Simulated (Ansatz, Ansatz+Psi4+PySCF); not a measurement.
```yaml
atoms:
  - { symbol: Ti, position_ang: [0.0000, 0.0000, -0.3897] }
  - { symbol: O, position_ang: [0.0000, 0.0000, 1.0716] }
```

Basis set: cc-pVTZ (spherical functions). Left uncorrelated: 6 orbitals. Charge 0, multiplicity 3.

Computed with Ansatz (development build ahead of 0.2.0); each method stands on the lowest determinant of its kind that the runs found.

The atomization energy at this shape (free ground-state atoms in the same class of orbitals less the molecule, no zero-point energy) of triplet TiO:

| method | atomization energy |
| --- | --- |
| UHF-MP2 | 653.1 kJ/mol |

(1) What does UHF give?

## Answers

(1) 187.2 kJ/mol. Caution: the shape is not the minimum.
